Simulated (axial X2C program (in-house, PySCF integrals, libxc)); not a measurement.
Nuclear properties of HCP⁺

Computed with an axial X2C code built on PySCF integrals: two-component X2C with atomic mean-field Coulomb and Gaunt terms, Gaussian nuclei, basis H dyall-v3z, C dyall-v3z, P dyall-v3z with contracted cores.

H–C–P held linear, with bonds 1.085 and 1.598 Å (near the PBE0 minimum at charge 1 of the determinant lowest at the starting distance; the state shown can have its own minimum elsewhere, held linear; other orders of the atoms were not compared).

Determinant lowest in the PBE0 search, Ω = 3/2 (⟨Sz⟩ = 0.50, ⟨Lz⟩ = 1.00 at PBE0), spin on the atoms H -0.01, C 0.32, P 0.19:

```csv
level,Eeff magnitude (GV/cm),Ws magnitude C (kHz),Ws magnitude P (kHz),A∥/gI H (MHz),qzz H (a.u.),A∥/gI C (MHz),qzz C (a.u.),A∥/gI P (MHz),qzz P (a.u.)
PBE0,0.00194,0.000126,0.000557,1.87,0.28,44.4,-0.69,118,-1.95
HF,0.0335,0.000258,0.00852,-4.18,0.28,37.6,-0.68,191,-2.20
r2SCAN,0.00439,0.000142,0.00112,1.2,0.28,49.1,-0.69,136,-1.89
```

Determinant 0.02 eV from it at PBE0 and this distance, Ω = 1/2 (⟨Sz⟩ = -0.50, ⟨Lz⟩ = 1.00 at PBE0), spin on the atoms H 0.01, C -0.31, P -0.20:

```csv
level,Eeff magnitude (GV/cm),Ws magnitude C (kHz),Ws magnitude P (kHz),A∥/gI H (MHz),qzz H (a.u.),A∥/gI C (MHz),qzz C (a.u.),A∥/gI P (MHz),qzz P (a.u.)
PBE0,0.000697,0.000485,0.000604,12.2,0.28,158,-0.69,475,-1.96
HF,0.043,0.000865,0.0331,21.1,0.28,4.13,-0.68,641,-2.21
r2SCAN,0.00248,0.00051,0.00165,13.7,0.28,129,-0.69,448,-1.90
```

Eeff is the effective electric field on the electron electric dipole moment in this Ω state and Ws the scalar–pseudoscalar constant of the nucleus named (defined with the proton number Z and per Ω); A∥ (defined per Ω) follows by multiplying with gI = μI/(I μN); qzz is the electric field gradient, eQq0 = 234.96 MHz × Q/barn × qzz. The operators were transformed with the bare-nucleus X2C matrices; with these basis sets, hyperfine constants and field gradients can be off by tens of per cent, and where levels differ in sign neither size nor sign is settled.

(1) With gI(13C) = 1.4048, gI(31P) = 2.2632 (g factors from the IAEA table of nuclear moments by Stone), turn the PBE0 values of the first state into constants in MHz.

The molecule was held linear; bending was not examined, so a bent shape may lie lower.

Each state is one determinant with collinear spin. Unrestricted Hartree–Fock can overshoot spin polarisation at the nuclei. In the state Ω = 3/2 the sign of Eeff differs between levels (HF against PBE0). In the state Ω = 1/2 the sign of Eeff differs between levels (r2SCAN against PBE0). Where Eeff spreads by more than a factor of two the levels disagree and none is to be relied on. The search compared states at one distance, so a state with another bond length can lie lower. The sign of Ws at P differs between levels in the first state. The sign of Ws at P differs between levels in the second state. Where a field gradient or hyperfine factor spreads by more than a factor of two over the levels, a constant derived from it is not to be relied on. PBE0 term energies can be off by some tenths of an eV.

## Answers

(1) A∥(13C) = 44.4 × 1.4048 = 62.4 MHz; A∥(31P) = 118 × 2.2632 = 267 MHz.
